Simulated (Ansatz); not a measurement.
**SiHO (quartet): the correlation ladder, def2-TZVPP**

An exercise on one series of results from a longer session: the logs are not shown, and one member is left open.

The runs use Ansatz 0.2.0, Gaussian basis; def2-TZVPP, core rule «outside noble gas», up to 6 orbitals frozen.

The runs, in order: UHF; ROHF; CCSD(T) on UHF.

2 further runs of the same task are left out: 2 set aside as unsound or not needed.

### The system

The geometry is a PBE0/def2-TZVP stationary point (not a proven minimum) of the parent state, kept for this charge and spin.

3 atoms, charge 0, spin multiplicity 4.

Atoms are counted from 1 here; the program's logs count them from 0.

Bond lengths: Si1–O2 1.650 Å, O2–H3 0.962 Å. Angles: Si1–O2–H3 118.7°.

Set-up of the first run:

in.yaml

```yaml
crystal:
  periodic: [false, false, false]
  atoms:
    - {symbol: Si, position_ang: [0.000000, 0.030957, 0.632254]}
    - {symbol: O, position_ang: [0.000000, -0.098798, -1.012863]}
    - {symbol: H, position_ang: [0.000000, 0.705682, -1.539731]}
basis:
  gaussian: {orbitals: def2-TZVPP}
magnetization: {spin_polarized: true, initial_magnetization: 3}
hamiltonian: {xc: hf}
output: {orbitals: {seedname: orbitals}}
```

Command:

```
$ ansatz run in.yaml --threads 1 --pin off --events-out ev --progress --plain --max-ram 4096MiB --backend cpu
```

Among the steps run: UHF; ROHF; CCSD(T) on UHF.

One table of the session follows, with a row left open; its other results are not shown here.

| method | from UCCSD(T) (kJ/mol) |
| --- | --- |
| ROHF | +819.6 |
| UHF | ? |
| UMP2 | +56.5 |
| UCCSD | +29.1 |
| UCCSD(T) | 0 |

Q: Estimate the row for UHF from the others.

The run gave: from UCCSD(T) (kJ/mol): +816.0. In the column «from UCCSD(T) (kJ/mol)» it lies between UMP2 (+56.5) and ROHF (+819.6).
